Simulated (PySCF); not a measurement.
A geometry optimisation on `[BH3-][NH3+]`.

Computed with PBE0-D3(BJ)/def2-SVP geometry optimisation, gas phase (PySCF 2.14.0). Start geometry: GFN2-xTB. The input is one job of a driver script: a line of settings, then coordinates in Å.

Command:
```bash
OMP_NUM_THREADS=1 python probes_run.py task.json out
```

Input:
```
{"job": {"xc": "PBE0", "basis": "def2-SVP", "d3": "d3bj", "grid": 1, "shake": 0.01, "kind": "geom"}, "charge": 0, "multiplicity": 1}
B     -0.806190     0.013960     0.056820
N      0.820390    -0.041970    -0.061300
H     -1.253930    -0.250420    -1.037130
H     -1.094300    -0.747920     0.887910
H     -1.075320     1.156290     0.349520
H      1.217100     0.208560     0.839240
H      1.142530     0.617680    -0.765800
H      1.104840    -0.975310    -0.321740
```

Question: What does the run print?

Answer: 
```
step   0  E = -83.04138452  max force = 0.020179
step   1  E = -83.04372262  max force = 0.004788
step   2  E = -83.04380840  max force = 0.001670
step   3  E = -83.04381894  max force = 0.000457
step   4  E = -83.04381956  max force = 0.000130
optimisation converged
```

Energies in Eh; «max force» is the largest Cartesian gradient component in Eh/bohr.

Question: How much energy does the optimisation release, in kcal/mol?

Answer: E(step 0) − E(last step) = 0.002435 Eh, which is 1.5 kcal/mol.

Question: Give the first gradient maximum in eV/Å.

Answer: With 1 Eh/bohr = 51.422 eV/Å, 1.038 eV/Å.

Main results: final energy -83.04382 Eh after 4 steps; dipole 5.74 D.

Question: Give the final coordinates.

Answer: 0.031 Å rms from the input after alignment:
```
atom  x, y, z in Å
B1    -0.7925   -0.0245    0.1418
N2     0.8349   -0.0957    0.0058
H3    -1.2260   -0.3375   -0.9601
H4    -1.0822   -0.8275    1.0194
H5    -1.0438    1.1346    0.4475
H6     1.2895    0.1506    0.8856
H7     1.1741    0.5487   -0.7091
H8     1.1436   -1.0339   -0.2509
```

Question: Estimate the wall time. Hardware: an Intel Xeon Platinum 8259CL at 2.50 GHz with one thread, no GPU, shared host. And the peak memory of the process?

Answer: About 5.5 s, with 0.28 GiB resident at the peak, the Python interpreter and its libraries included.
Labels such as C1 count atoms from 1, the log's own numbers from 0.
